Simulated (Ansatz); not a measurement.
Species: C₃H₄, SMILES `C=C=C` with one electron removed (charge 1, multiplicity 2), formula C3H4.

Question: How many basis functions does frozen-core CCSD(T)/cc-pVTZ // B3LYP-D3(BJ)/def2-TZVP (Ansatz, a first-principles code) use, how many core orbitals are frozen, and how many electrons are correlated?

Answer: 146 basis functions and 3 frozen orbitals, which leaves 15 correlated electrons. Core time is of the order of seconds.
